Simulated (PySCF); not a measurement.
C5H7O (charge +1).
Numbering: `[CH3:1][O:2][CH2:3][c+:4]1[cH:5][cH:6]1`

Geometry (GFN2-xTB, Å), atoms numbered from 1 in this order:
```xyz
13
C5H7O angstrom
C     -1.896    0.652    1.227
O     -0.535    0.542    0.834
C     -0.339   -0.201   -0.320
C      1.056   -0.333   -0.637
C      2.389   -0.051   -0.321
C      2.108   -0.791   -1.429
H     -1.893    1.269    2.121
H     -2.320   -0.328    1.462
H     -2.496    1.136    0.451
H     -0.845    0.248   -1.203
H     -0.770   -1.223   -0.245
H      3.097    0.414    0.331
H      2.441   -1.334   -2.288
```

Probes without a nucleus sit at each ring's centroid and 1 Å off its mean plane on both sides; NICS is minus the shielding there, NICSzz its component along the normal. Level: GIAO PBE0/pcSseg-1 (PySCF, non-relativistic, gas phase) on the GFN2-xTB geometry, one conformer.

Ring bond lengths (Å), with Mayer bond orders in brackets: C4–C5 1.399 (1.12), C5–C6 1.361 (1.31), C6–C4 1.394 (1.15).

Task: What do the NICS probes read (ppm)?

Result: 
```
    ring                                                          type  NICS(0)  NICS(1), two faces  NICS(1)zz, two faces  rms pucker (Å)  centre to ring atoms, mean (Å)
C4–C5–C6  3-membered carbocycle; bonds drawn aromatic by RDKit's count    -23.8       -14.2 / -14.2         -25.9 / -25.9            0.00                            0.80
```

Task: What do they say, and how far can they be read as aromaticity?

Result: 
- C4–C5–C6: mean NICS(1)zz -25.9 ppm, shielded. NICS(0) lies 10 ppm below the mean NICS(1).

Task: What does the geometric index give? HOMA = 1 − mean of α(R − Ropt)² over the ring bonds, with Krygowski's 1993 parameters (CC: Ropt 1.388 Å, α 257.7 Å⁻²).

Result: 
- C4–C5–C6: HOMA 0.93 = 1 − EN − GEO, with mean bond length 1.385 Å, EN = α(Ropt − mean)² = 0.003 and GEO = α × variance = 0.072.

Task: What are the shieldings of the ring atoms and their hydrogens in the same run (means over atoms taken as equivalent)?

Result: 
```
   atoms                 environment  σ isotropic (ppm)  principal values of the symmetric part, first atom (ppm)
      C4     unsaturated ring carbon              -12.0                                      -168.5, -62.2, 194.5
 C5 (×2)  unsaturated ring CH carbon                9.0                                      -111.3, -76.0, 204.0
H12 (×2)          hydrogen on carbon              21.25                                          17.3, 21.7, 24.1
```
